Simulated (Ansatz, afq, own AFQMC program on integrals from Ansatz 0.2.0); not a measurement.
## Pd⁺, doublet in def2-SVP, levels against CCSDTQ

A free Pd cation.

Basis def2-SVP with its core potentials. Only valence electrons are correlated. AFQMC by an in-house program on the Cholesky factors that Ansatz 0.2.0 writes for its CCSD(T) run. ph-AFQMC/CISD is guided by a CISD state made of CCSD amplitudes; releasing the constraint for a short imaginary time cuts its bias at the price of noise, slowly where states lie close. ± is one standard error of the sampling. No spin–orbit coupling. The metal's outer-core s and p shells are frozen, which shifts wave-function levels against functionals.

Determinant: UHF, the one that the program's search chose, which needn't be the lowest solution.

No full CI on the walks' own integrals is used here; CCSDTQ serves as the reference and is uncertain by about the last step of the cluster series.

Cautions: no spin-orbit coupling; outer-core shells of the metal frozen.

```
T1 diagnostic                               : 0.0037
weight of the determinant in the CISD state : 0.961
⟨S²⟩ of the determinant                     : 0.755
size of the correlated space                : 9 electrons in 27 orbitals
```

| level | correlation energy (eV) |
| --- | --- |
| MP2 | -4.4461 |
| CCSD | -4.4401 |
| CCSD(T) | -4.5271 |

Estimate where AFQMC with the constraint released lies against CCSD(T) on the same integrals.

0.1 ± 0.3 kJ/mol below CCSD(T). The gap is under twice the noise, so this walk alone can't tell the two apart.

Reference: CCSDTQ, correlation energy -4.530 eV. The released energy is read at 4.20 1/Eh (meV from the phaseless value at times in 1/Eh: -2.6 ± 1.3 at 0.60, -3.9 ± 1.6 at 1.20, -1.8 ± 1.8 at 2.00, -3.8 ± 2.4 at 3.00, -4 ± 3 at 4.20).

```csv
level,E − E(reference) (kJ/mol),share of correlation (%)
CCSD(T),0.3,99.94
CCSDT,0.3,99.93
CCSDT(Q),0.1,99.97
ph-AFQMC/CISD,0.6 ± 0.1,99.85
released AFQMC,0.2 ± 0.3,99.95
```

CCSDT and higher add their correlation energy to the determinant of the CCSD(T) run, since their own runs factorise the integrals more tightly (a shift of under 2 meV). A walk keeps the symmetry of its determinant, which the program's search chose and which needn't be the lowest solution, so a lower state of the same spin and another symmetry isn't excluded. Released energies are given only where the last usable release times agree within the noise; a slower fall can still hide under it.
